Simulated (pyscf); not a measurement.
`[GaH]=[AsH]` + `[SiH4]` → `[SiH3][Ga]=[AsH]` + `[H][H]`, a four-centre exchange (singlet surface; Ga–H, H–Si broken, Ga–Si, H–H formed). Optimised with ωB97X-D3(BJ)/def2-SVP in PySCF. Energies in kJ/mol from the separated reactants.

Small-basis levels: PySCF, no dispersion term, spherical d functions. 

Quick HF/STO-3G single points give ΔE‡ = 283.9 kJ/mol and ΔE = +17.1 kJ/mol. What does ωB97M-D3(BJ)/def2-TZVP give, and how far is the quick result from it?

ωB97M-D3(BJ)/def2-TZVP gives ΔE‡ = 175.2 kJ/mol and ΔE = -0.6 kJ/mol. HF/STO-3G lies 108.7 kJ/mol over it in the barrier and 17.7 kJ/mol over it in the reaction energy, so on this step it does not hold to within 12.6 kJ/mol. ωB97M-D3(BJ)/def2-TZVP has limits of its own. On the reactant side the descent ends in a complex, 19.8 kJ/mol under the separated species and 184.2 kJ/mol under the saddle at ωB97X-D3(BJ)/def2-TZVP. At the saddle there is also a short Ga–H contact that neither side keeps. At ωB97X-D3(BJ)/def2-TZVP the barrier from the zero used here is 164.4 kJ/mol. The same reactants have a lower exit, to H₃Si–AsH–GaH₂ (barrier +54.5 kJ/mol at ωB97M-D3(BJ)/def2-TZVP, against +175.2 kJ/mol here). HGa=AsH lies 51.3 kJ/mol over its isomer Ga–AsH₂ [singlet] (electronic energy, ωB97M-D3(BJ)/def2-TZVP). H₃Si–Ga=AsH lies 73.6 kJ/mol over its isomer H₃Si–AsH–Ga [singlet] (electronic energy, ωB97M-D3(BJ)/def2-TZVP). This is the saddle that the search found; another between the same sides may lie lower. In the def2 sets elements up to Kr have no core potential.
